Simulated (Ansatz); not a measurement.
System: bcc Ta. Method: Hartree–Fock (Ansatz, a program for electronic structure, plane waves, PAW).

Run with plane-wave cutoff 460 eV, 14×14×14 k mesh, Fermi–Dirac smearing 0.05 eV, scalar-relativistic PAW data made under PBE.

Computed points:

```
V (Å³/atom)  E − E_lowest (meV/atom)
-----------  -----------------------
18.583                         37.82
19.072                          9.04
19.605                          0.00
20.050                          8.20
20.539                         31.80
```

### Question
What bulk modulus B0 and pressure derivative B′ does a third-order Birch–Murnaghan fit give?

### Answer
V0 = 19.563 Å³/atom, B0 = 227 GPa, B′ = 4.0 (fit to the energies at full precision).

Measured, for comparison: bulk modulus 198 GPa (corrected for temperature and zero-point phonon effects, our sources range from 194 to 203; as tabulated in Levämäki et al. (2014), arXiv:1402.3671); equilibrium volume per atom 17.95 Å³/atom (static lattice: zero-point anharmonic expansion removed; as tabulated in Mejia-Rodriguez and Trickey (2018), arXiv:1807.09216). Computed (rounded) less measured: bulk modulus +15 % (+12 % to +17 % over the range), equilibrium volume per atom +9.0 %.

Spin–orbit coupling is not included.

It cost very roughly 50 core-minutes of CPU time.
